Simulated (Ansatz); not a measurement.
Property card for FeCo₃

Method: DFT PBEsol, scalar-relativistic, plane waves, PAW (Ansatz).

Cutoff 420 eV; k points 16×16×6 on the computed 4-atom cell (Γ-centred); Gaussian smearing, width 0.10 eV; collinear spin from starting moments 2.67 1.82 1.88 1.82 μB.

The structure is relaxed at this level of theory with its symmetry kept. Whether it is the stable form of this composition wasn't checked.

Symmetry: P4/mmm, No. 123, tetragonal system. Conventional cell: a = 2.459 Å, b = 2.459 Å, c = 7.025 Å, α = 90.00°, β = 90.00°, γ = 90.00°. Around Fe (site symmetry 4/mmm) lie 4 Fe at 2.46 Å and 8 Co at 2.50 Å. Around Co (site symmetry 4mm) lie 8 Co at 2.44 to 2.46 Å and 4 Fe at 2.50 Å. Co (site symmetry 4/mmm) has 12 Co at 2.44 to 2.46 Å as nearest neighbours.

```json
{
  "Volume per atom": "10.62 Å³",
  "Formation energy from the elements' standard states (uncorrected)": "+0.034 eV/atom",
  "Kohn–Sham band gap": "none (metal)",
  "Density of states at the Fermi level": "4.46 states/eV per cell",
  "Löwdin character within 0.5 eV of the Fermi level": "Co 3d 71 %, Fe 3d 22 %",
  "Bader charges (e)": "Fe (1 in the cell) 0.14, Co (2 in the cell) -0.07, Co (1 in the cell) 0.00",
  "Total moment": "7.24 μB per cell",
  "Site moments (μB; atoms counted from 1 over the whole cell)": "Fe (atom 1) 2.42, Co (atom 2) 1.65, Co (atom 3) 1.71, Co (atom 4) 1.65"
}
```

Only this magnetic start was tried.